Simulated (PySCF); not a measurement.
Compound: C2HNS.
Atom-mapped SMILES: `[N:1]#[C:2][CH:3]=[S:4]` (hydrogens: H5 on C3)

The calculation used core-valence-separated Tamm–Dancoff BHandHLYP/aug-pcX-1 (pcseg-1 on H, def2-SVPD on S) in PySCF, non-relativistic, gas phase, PBE0-D3(BJ)/def2-SVP geometry. The energies are unshifted.

Task: Give energies, oscillator strengths and core holes at the C K edge.

Result: 
```csv
E (eV),f,core hole on,main final orbital,polarisation
282.13,0.0636,C3,LUMO (92 %),out of plane
282.68,0.0179,C2,LUMO (88 %),out of plane
284.01,0.0652,C2,LUMO+4 (47 %),in plane
286.15,0.0580,C2,LUMO+7 (43 %),out of plane
287.34,0.0015,C2,LUMO+1 (60 %),in plane
288.24,0.0151,C3,LUMO+1 (59 %),in plane
288.71,0.0016,C3,LUMO+2 (50 %),in plane
288.92,0.0006,C2,LUMO+3 (57 %),–
289.26,0.0041,C2,LUMO+4 (38 %),in plane
289.30,0.0011,C2,LUMO+5 (92 %),out of plane
289.56,0.0070,C2,LUMO+6 (37 %),in plane
```

The first line with a tenth or more of the strongest one's intensity is at 282.13 eV (f = 0.064), with the hole on C3 (thiocarbonyl carbon), polarised out of plane: a 1s→π* resonance. The strongest listed is at 284.01 eV (f = 0.065; C2).

Task: Give energies, oscillator strengths and core holes at the N K edge.

Result: 
```json
{"E (eV)": "395.79", "f": "0.0528", "core hole on": "N1", "main final orbital": "LUMO (74 %)", "polarisation": "out of plane"}
{"E (eV)": "397.56", "f": "0.0634", "core hole on": "N1", "main final orbital": "LUMO+4 (40 %)", "polarisation": "in plane"}
{"E (eV)": "401.35", "f": "0.0164", "core hole on": "N1", "main final orbital": "LUMO+7 (42 %)", "polarisation": "out of plane"}
{"E (eV)": "401.59", "f": "0.0010", "core hole on": "N1", "main final orbital": "LUMO+1 (58 %)", "polarisation": "–"}
{"E (eV)": "402.88", "f": "0.0018", "core hole on": "N1", "main final orbital": "LUMO+3 (59 %)", "polarisation": "in plane"}
{"E (eV)": "403.29", "f": "0.0035", "core hole on": "N1", "main final orbital": "LUMO+4/LUMO+5 (2 roots, f summed)", "polarisation": "mixed"}
```

The first line with a tenth or more of the strongest one's intensity is at 395.79 eV (f = 0.053), with the hole on N1 (nitrile nitrogen), polarised out of plane: a 1s→π* resonance. The strongest listed is at 397.56 eV (f = 0.063; N1).

Roots within 0.03 eV whose holes lie on the same, on equivalent or on shared atoms are summed into one line, and the highest roots are left out, as the search may have cut off their partners. Final orbitals are the ground state's empty Kohn–Sham orbitals. A dash: too weak, shared between unlike atoms, or no plane or axis to refer to.

Task: What length of transition dipole belongs to the line at 282.68 eV?

Result: From f = (2/3) ΔE |μ|² in atomic units, with ΔE = 10.388 Eh and f = 0.0179: |μ| = 0.051 au = 0.13 D.

The list ends where the root search ended, not at a threshold.

The run took 3.2 s of wall time on an Arm Neoverse V2 with one thread, no GPU, on a shared host, and the process peaked at 0.46 GiB of memory.
